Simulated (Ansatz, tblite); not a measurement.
# PSbSbSb tetrahedron (Sb₃P): a ladder of methods and basis sets

Aim: run the singlet of PSbSbSb tetrahedron (Sb₃P) at one geometry on many levels, and compare frontier levels, spin and run time.

The runs use Ansatz 0.2.0, Gaussian basis; as each input shows.

Plan: GFN1-xTB, GFN2-xTB, PBE-D4/def2-TZVP, r2SCAN-D4/def2-TZVP, r2SCANh-D4/def2-TZVP, r2SCAN0-D4/def2-TZVP, HF/def2-TZVP, B2PLYP/def2-TZVP, HSE06-D4/def2-TZVP, ωB97M-V/def2-TZVP, BLYP-D4/def2-TZVP, PBE-D4/def2-SVP, PBE0-D4/def2-SVP, CCSD(T)/def2-SVP, MP2/def2-TZVP, RPA/def2-TZVP.

1 further run of the same task is left out (set aside as unsound or not needed).

## 1. The structure

The singlet was relaxed beforehand with r2SCAN-D4/def2-SVP.

4 atoms, charge 0, spin multiplicity 1.

Bond lengths: P1–Sb2 2.569 Å, P1–Sb3 2.569 Å, P1–Sb4 2.569 Å. Angles: Sb2–P1–Sb3 66.6°, Sb2–P1–Sb4 66.6°, Sb3–P1–Sb4 66.6°.

As a file:

```mol
PSb3
  3D, bonds by distance, orders not assigned

  4  3  0  0  0  0  0  0  0  0999 V2000
   -1.3245    0.3630   -0.5787 P   0  0
   -0.2999   -1.0475    1.3088 Sb  0  0
    0.7361    1.4505    0.5044 Sb  0  0
    0.8884   -0.7660   -1.2346 Sb  0  0
  1  2  8  0
  1  3  8  0
  1  4  8  0
M  END
```

Sb takes a core potential in the def2 sets. No spin-orbit coupling is included.

PBE0-D4/def2-TZVP was run before; its log isn't repeated, and its numbers join the tables.

## 2. GFN1-xTB

Tight binding, by tblite at 300 K electronic temperature and without a spin-polarisation term:

```python
tblite.interface.Calculator('GFN1-xTB', numbers, positions, charge=0, uhf=0).singlepoint()
```

Energy -277.5524 eV, HOMO -8.85 eV, LUMO -6.20 eV; 0.006 s.

## 3. GFN2-xTB

Tight binding, by tblite at 300 K electronic temperature and without a spin-polarisation term:

```python
tblite.interface.Calculator('GFN2-xTB', numbers, positions, charge=0, uhf=0).singlepoint()
```

Energy -251.9527 eV, HOMO -9.29 eV, LUMO -7.10 eV; 0.005 s.

## 4. PBE-D4/def2-TZVP

start.molden holds the orbitals of an earlier run on this state, given as this run's starting guess.

File in.yaml:

```yaml
crystal:
  periodic: [false, false, false]
  atoms:
    - {symbol: P, position_ang: [-1.324533, 0.363027, -0.578683]}
    - {symbol: Sb, position_ang: [-0.299898, -1.047475, 1.308795]}
    - {symbol: Sb, position_ang: [0.736079, 1.450452, 0.504450]}
    - {symbol: Sb, position_ang: [0.888362, -0.766004, -1.234562]}
basis:
  gaussian: {orbitals: def2-TZVP, initial_orbitals: start.molden}
hamiltonian: {xc: pbe, dispersion: d4}
scf: {omitted_lower_state_checks: [starts]}
output: {orbitals: {seedname: orbitals}}
```

Run with:

```sh
$ ansatz run in.yaml --threads 2 --pin off --events-out ev --progress --plain --max-ram 4352MiB
```

The runs that follow: r2SCAN-D4/def2-TZVP; r2SCANh-D4/def2-TZVP; r2SCAN0-D4/def2-TZVP; HF/def2-TZVP; B2PLYP/def2-TZVP; HSE06-D4/def2-TZVP; ωB97M-V/def2-TZVP; BLYP-D4/def2-TZVP; PBE-D4/def2-SVP; PBE0-D4/def2-SVP; CCSD(T)/def2-SVP; MP2/def2-TZVP; RPA/def2-TZVP.

Q: Predict the results of all the runs planned. Wanted: gap in def2-TZVP, named functionals and Hartree-Fock, smallest and largest; correlation energy, CCSD(T)/def2-SVP; correlation energy, MP2/def2-TZVP; binding an atom, CCSD(T)/def2-SVP; PBE0 total energy, smallest basis above largest.

As calculated:

```
                                                                  quantity                            value
gap in def2-TZVP, named functionals and Hartree-Fock, smallest and largest  3.30 eV (BLYP-D4), 9.05 eV (HF)
                                      correlation energy, CCSD(T)/def2-SVP                        -13.66 eV
                                         correlation energy, MP2/def2-TZVP                        -32.52 eV
                                         binding an atom, CCSD(T)/def2-SVP                         1.694 eV
                           PBE0 total energy, smallest basis above largest    3.90 eV (def2-SVP, def2-TZVP)
```

What this shows: Orbital gaps of the named functionals and Hartree-Fock in def2-TZVP span 3.30 eV (BLYP-D4) to 9.05 eV (HF); exact exchange widens it. The functionals in def2-TZVP miss CCSD(T)/def2-SVP by +0.531 (r2SCAN0-D4) to +0.943 eV (PBE-D4) an atom. The yardstick is in a double-zeta basis, so levels in larger sets aren't compared like for like. CCSD(T)/def2-SVP isn't at the basis-set limit; small misses against it rank nothing.
